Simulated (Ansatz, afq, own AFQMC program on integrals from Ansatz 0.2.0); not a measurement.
NH⁻, doublet in 6-31++G** along one coordinate

```yaml
atoms:
  - { symbol: N, position_ang: [0.0000, 0.0000, 0.0000] }
  - { symbol: H, position_ang: [0.0000, 0.0000, 1.0366] }
```

The N1–H2 distance is changed with both sides rigid. Energies in kcal/mol count from this geometry (1.037 Å) at the same level; the start stands on UHF, each point on the determinant named.

Basis 6-31++G**. Noble-gas cores (and the filled d shells of Ga–Kr and In–Xe) are frozen. AFQMC by an in-house program on the Cholesky factors that Ansatz 0.2.0 writes for its CCSD(T) run. ph-AFQMC/CISD is guided by a CISD state made of CCSD amplitudes; releasing the constraint for a short imaginary time cuts its bias at the price of noise, slowly where states lie close. Uncertainties: one standard error, sampling alone.

Cautions, each for one point or more: (T) is large; CCSDTQ on the UHF determinant differs, perhaps since the unrestricted series falls towards higher spin; a spin-contaminated unrestricted determinant lies lower; a state of higher spin lies lower; an unrestricted solution with more broken spin lies lower; cluster runs in doubt by the program's own checks; full CI with its own frozen core; strong correlation; unrestricted determinant spin contaminated.

```csv
r(N1–H2) / Å,det.,T1,weight,⟨S²⟩,CCSD(T),ph-AFQMC/CISD,FCI,CCSDT(Q),B2PLYP,PBE
0.953,UHF,0.023,0.92,0.78,4.4,4.4 ± 0.1,4.5,4.5,4.3,5.2
1.147,UHF,0.025,0.92,0.78,3.1,3.2 ± 0.1,3.0,3.0,3.3,2.2
1.399,UHF,0.053,0.87,0.91,23.5,23.4 ± 0.1,23.1,23.1,24.8,21.8
1.960,UHF¶,0.083,0.79,1.60,63.4,62.0 ± 0.2,–,61.2,68.6§,62.5§
2.766,ROHF,0.305,0.35,pure,80.3,86.3 ± 0.1,81.1,80.3,–,77.1§
```

Weight is that of the determinant in the CISD state; at the start T1 is 0.024 and the weight 0.92, and ⟨S²⟩ is 0.78. ¶ marks points with a poor determinant and no full CI, where no value is sure; they don't count among the departures. A dash marks a missing value, a released energy that hasn't settled or a functional that sits on another state. § marks a functional whose ⟨S²⟩ is too high by over 0.1. Largest departures from full CI where it is shown: CCSD(T) -0.9 kcal/mol at 2.766 (on ROHF), ph-AFQMC/CISD 5.2 kcal/mol at 2.766 (on ROHF), CCSDT(Q) -0.8 kcal/mol at 2.766 (on ROHF), B2PLYP 1.7 kcal/mol at 1.399, PBE -1.3 kcal/mol at 1.399. Functionals count only at points shown to share the start's state and spin. In this small basis the wave-function levels are far from their limit, so their gap to the functionals isn't the functionals' error.

Some points may be missing: those where a free walk finds a much lower state, and past Zn most of those on another determinant than at the start.

CCSDT and higher add their correlation energy to the determinant of the CCSD(T) run, since their own runs factorise the integrals more tightly (a shift of under 2 meV). A walk keeps the symmetry of its determinant, which the program's search chose and which needn't be the lowest solution, so a lower state of the same spin and another symmetry isn't excluded.
